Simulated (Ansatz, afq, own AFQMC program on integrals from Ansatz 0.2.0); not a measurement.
Integrals from Ansatz 0.2.0, then the random walk in our own AFQMC program (afq).

```yaml
crystal:
  periodic: [false, false, false]
  atoms:
    - {symbol: O, position_ang: [0.000000, -0.065318, 0.000000]}
    - {symbol: H, position_ang: [0.000000, 0.518410, -0.761550]}
    - {symbol: H, position_ang: [0.000000, 0.518410, 0.761550]}
basis:
  gaussian: {orbitals: cc-pVQZ}
magnetization: {spin_polarized: true, initial_magnetization: 2}
correlation: {method: ccsd_t, electrons: outside_noble_gas, hamiltonian_folder: ham}
```

```sh
$ ansatz run in.yaml --threads 1 --pin off --events-out ev --progress --plain --max-ram 16896MiB --backend cuda --devices 0, --max-vram 18GiB
```

Options of the walk:

```
--method phaseless --trial cisd --walkers 200 --populations 10 --least-time 60 --time-step 0.005 --steps-per-block 50 --equilibration-blocks 28 --max-blocks 4000 --target-error 0.00017 --factor-cut 1e-05 --start spin_pure --seed 8185 --release-times 0.24,0.5,1,1.5 --release-step 0.02 --release-every 3 --taylor-order 6
```

Times are imaginary, in 1/Eh. The walk had a cap of 171 s. With eight or more populations the least sampling time is a fifth of least-time, and the error comes from their spread.

Log:

```
orbitals 114  electrons 5 3  factors 685 of 685
reference energy -75.83294935 Eh
CCSD correlation -0.24294285 Eh in 9 cycles, weight of the determinant in the CISD state 0.9430
energy of the start -76.075731 Eh
 block  time / (1/Eh)  mean weight  energy / Eh
     1     0.250  1.0024  -76.076646
     2     0.500  1.0006  -76.080090
     3     0.750  1.0012  -76.081954
     4     1.000  1.0004  -76.084810
     5     1.250  1.0032  -76.081560
    10     2.500  1.0002  -76.082534
    25     6.250  0.9988  -76.084877
    40    10.000  1.0002  -76.080731
    55    13.750  1.0001  -76.081149
    70    17.500  0.9991  -76.084661
    85    21.250  0.9986  -76.084444
    94    23.500  1.0030  -76.080593
   100    25.000  1.0008  -76.087721
   115    28.750  0.9987  -76.083148
   130    32.500  0.9980  -76.082160
   145    36.250  1.0015  -76.083091
   148    37.000  0.9972  -76.085065
error from the spread of 10 populations
released: time / (1/Eh)  energy / Eh  error  mean overlap
  0.24  -76.082975  0.000099  1.0034
  0.50  -76.083181  0.000118  1.0041
  1.00  -76.083139  0.000176  1.0126
  1.50  -76.083446  0.000214  0.9963
energy -76.083136 +/- 0.000157 Eh
(rows thinned)
```

The run passed its tests (sampling time, drift between the halves within three errors, error under three times the target), which doesn't prove that it has relaxed.

Against this walk (error 4.3 meV) on the same determinant: CCSD(T) 10.5 meV higher. The error is statistical and leaves out the bias of the constraint. Released to 1.50 1/Eh the energy moves by -8 ± 7 meV (both errors), within twice the noise.

Cautions: constraint bias not in the error; another spin lies lower (by 7.53 eV); so few walkers bias the energy.

The walk took 67 s on 2 threads of a server CPU with a shared H100 80 GB, shared host (the card was shared). The log's last line is the phaseless energy.

A walk keeps the symmetry of its determinant, which the program's search chose and which needn't be the lowest solution, so a lower state of the same spin and another symmetry isn't excluded.
